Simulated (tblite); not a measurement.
Species: C5H12N (doublet state).
Numbering: `[CH2:1][C@H:2]([CH3:3])[NH:4][CH2:5][CH3:6]` (hydrogens: H7, H8 on C1; H9 on C2; H10, H11, H12 on C3; H13 on N4; H14, H15 on C5; H16, H17, H18 on C6)

Cartesian coordinates in Å at the GFN2-xTB level; atoms count from 1:
```xyz
18
C5H12N angstrom
C     -0.6938    1.3955   -0.2873
C     -0.9428   -0.0511   -0.4337
C     -2.3499   -0.4394    0.0419
N      0.0056   -0.8688    0.3431
C      1.3811   -0.8783   -0.0998
C      2.2044    0.3572    0.2706
H     -0.7778    1.8500    0.6825
H     -0.3374    1.9967   -1.1008
H     -0.8245   -0.3531   -1.4801
H     -3.1015    0.0406   -0.5785
H     -2.4679   -1.5177   -0.0169
H     -2.4973   -0.1257    1.0725
H     -0.0457   -0.6126    1.3247
H      1.8493   -1.7641    0.3453
H      1.3790   -1.0111   -1.1850
H      3.2166    0.2700   -0.1167
H      2.2550    0.4685    1.3527
H      1.7390    1.2498   -0.1461
```

Level: GFN2-xTB in tblite, geometry and Hessian alike; calculated harmonic values, unscaled, isolated species. This tight-binding method is rough: wavenumbers can miss measured ones by several per cent, in bad cases by 10 to 20. One conformer, not necessarily the lowest. Open shells enter through the occupations alone, without spin polarisation, and single modes of such species can be off by tens of per cent.

Harmonic wavenumbers (cm⁻¹): 63.2, 105.5, 187.6, 202.1, 257.2, 278.6, 329.4, 336.2, 447.7, 482.5, 516.0, 762.5, 802.6, 880.9, 917.7, 937.6, 973.2, 1041.4, 1071.1, 1078.4, 1139.7, 1154.0, 1184.3, 1242.0, 1296.7, 1299.8, 1325.7, 1385.7, 1394.7, 1399.6, 1407.1, 1475.4, 1485.4, 1486.5, 1492.1, 1499.8, 2921.0, 2928.9, 2966.0, 3011.4, 3022.0, 3034.4, 3035.4, 3045.5, 3047.0, 3120.6, 3163.2, 3361.2.

A = 6449, B = 2229, C = 1832 MHz; mass 86.097 u (most abundant isotopes); point group C1, symmetry number 1; spin multiplicity 2.

Problem. What is the zero-point energy?

Solution. Half the sum of the wavenumbers: 34998 cm⁻¹ = 418.67 kJ/mol.

Problem. Entropy at 400 K, 1 bar (ideal gas, RRHO, classical rotation)?

Solution. Translation 170.53, rotation 116.23, vibration 125.09, spin (R ln 2) 5.76: S = 417.6 J/(mol K).

Problem. And Cp and H(400 K) − H(0)?

Solution. Cp = 172.32 J/(mol K), of which vibrations give 139.06 (their classical limit is 48 R = 399.1); H(400 K) − H(0) = 40.53 kJ/mol without the zero-point energy, 27.23 from vibrations.

Problem. What must be added to the electronic energy to get the Gibbs energy at 400 K and 1 bar?

Solution. ZPE + [H(400 K) − H(0)] − T·S = 418.67 + 40.53 − 167.05 = 292.15 kJ/mol.

Problem. How do the functions run with temperature in this model?

Solution. 
```tsv
T (K)	S (J/(mol K))	Cp (J/(mol K))	H − H(0) (kJ/mol)	G − H(0) (kJ/mol)	ln q(vib)
150	299.0	85.4	8.54	-36.31	1.85
250	350.3	118.5	18.72	-68.85	3.82
298.15	372.6	135.6	24.84	-86.26	4.79
600	499.6	233.0	81.38	-218.38	10.97
900	606.6	294.5	161.19	-384.77	16.99
```

q(vib) and H(0) count from the zero-point level.

Problem. Blend soft modes into free rotors: weight 1/[1 + (100 cm⁻¹/ν̃)⁴] for the oscillator and the rest for a rotor with moment μB/(μ + B), μ = h/(8π²ν), B = 10⁻⁴⁴ kg m². What vibrational entropy results?

Solution. 118.62 J/(mol K) in place of 125.09, which changes −T·S at 400 K by +2.59 kJ/mol.

Hindered rotation and anharmonicity are outside this model. Other conformers, if any are populated, would add a mixing term that is left out. The structure is chiral; the term R ln 2 for an equal mix with its mirror image is left out.

Time: 0.47 s. Hardware: an Arm Neoverse V1 with one thread, no GPU, on a shared host. The figure is for the frequency step alone.
